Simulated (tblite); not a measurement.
Species: C₄H₅FN (doublet state).
Geometry (GFN2-xTB, Å), atoms numbered from 1 in this order:
```
atom  x, y, z in Å
F1    -1.0592    1.8623    0.5311
C2    -1.5052    0.6209    0.2444
C3    -0.6528   -0.2096   -0.6241
C4     0.5941   -0.6943    0.1238
C5     1.7761    0.1392    0.2235
N6     1.8927   -0.7843   -0.6162
H7    -2.1662    0.2346    1.0006
H8    -1.2222   -1.0716   -0.9729
H9    -0.3207    0.3741   -1.4870
H10    0.4077   -1.4438    0.8855
H11    2.2611    0.9751    0.6655
```

Method: GFN2-xTB as coded in tblite; computed harmonic values from a numerical Hessian at the method's own geometry, unscaled. The method is semi-empirical: single wavenumbers can be off by several per cent or more. One conformer, not necessarily the lowest. Open shells enter through the occupations alone, without spin polarisation, and single modes of such species can be off by tens of per cent.

Harmonic wavenumbers (cm⁻¹): 50.1, 71.7, 217.2, 331.0, 393.3, 457.1, 527.8, 768.1, 852.4, 869.0, 923.1, 975.3, 995.8, 1053.1, 1155.8, 1163.2, 1224.5, 1269.3, 1298.1, 1331.6, 1439.9, 1783.4, 2967.1, 2997.1, 3017.9, 3108.2, 3233.9.

A = 8534, B = 2346, C = 2000 MHz; mass 86.041 u (most abundant isotopes); point group C1, symmetry number 1; spin multiplicity 2.

Q: What is the zero-point energy?

A: Half the sum of the wavenumbers: 17238 cm⁻¹ = 206.20 kJ/mol.

Q: What is S at 298.15 K and 1 bar for an ideal gas of classical rigid rotors and harmonic oscillators?

A: Translation 164.41, rotation 110.82, vibration 65.73, spin (R ln 2) 5.76: S = 346.7 J/(mol K).

Q: And Cp and H(298.15 K) − H(0)?

A: Cp = 100.24 J/(mol K), of which vibrations give 66.98 (their classical limit is 27 R = 224.5); H(298.15 K) − H(0) = 19.86 kJ/mol without the zero-point energy, 9.94 from vibrations.

Q: How do the functions run with temperature in this model?

A: 
```csv
T (K),S (J/(mol K)),Cp (J/(mol K)),H − H(0) (kJ/mol),G − H(0) (kJ/mol),ln q(vib)
50,231.3,46.9,1.98,-9.59,0.41
100,266.6,56.1,4.55,-22.11,1.17
373.15,371.2,118.1,28.05,-110.45,4.91
500,409.5,143.9,44.73,-160.00,6.62
750,474.9,178.4,85.39,-270.81,9.94
1000,529.4,200.1,132.89,-396.55,13.06
```

q(vib) and H(0) count from the zero-point level.

Q: Blend soft modes into free rotors: weight 1/[1 + (100 cm⁻¹/ν̃)⁴] for the oscillator and the rest for a rotor with moment μB/(μ + B), μ = h/(8π²ν), B = 10⁻⁴⁴ kg m². What vibrational entropy results?

A: 57.73 J/(mol K) in place of 65.73, which changes −T·S at 298.15 K by +2.39 kJ/mol.

Hindered rotation and anharmonicity are outside this model. Other conformers, if any are populated, would add a mixing term that is left out. The structure is chiral; the term R ln 2 for an equal mix with its mirror image is left out.
